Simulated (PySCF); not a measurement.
## Computed and published core binding energies of `P`

Compound: PH₃.
Geometry (PBE0-D3(BJ)/def2-SVP, Å), atoms numbered from 1 in this order:
```
atom  x, y, z in Å
P1    -0.0037    0.0053    0.5048
H2    -0.5815    1.0469   -0.2843
H3     1.1976   -0.0154   -0.2685
H4    -0.6119   -1.0250   -0.2763
```

Level of theory: delta-SCF UKS SCAN, pcX-2 on the ionised atom, pcseg-1 elsewhere, spin-free X2C in PySCF 2.14.0. Each binding energy is the total energy of the core-ionised species, with the hole localised on one atom, minus that of the ground state; both are solved self-consistently, so orbital relaxation is included.

| atom | environment | level | this calculation (eV) | reference (eV) | difference (eV) | source |
| --- | --- | --- | --- | --- | --- | --- |
| P1 | phosphine phosphorus | P 1s | 2150.69 | 2151.06 | -0.37 | [1] |

[1] computed, ΔMP2, cc-pCVQZ:cc-pVQZ, with the paper's relativistic correction, gas; Besley, J. Chem. Theory Comput. 2021, 17, 3644 (DFT calculations of core-electron binding energies at the K-edge of heavier elements)

Question: What does the calculation give for the levels without a reference value here?

Answer: P1 P 2p3/2 137.10 eV.

Spin–orbit and ligand-field terms were added within each 2p shell after the spin-free SCF. 2p1/2 minus 2p3/2 (ligand field included): P 0.89 eV. Geometry: PBE0-D3(BJ)/def2-SVP; no solvent, vibrations or thermal averaging.
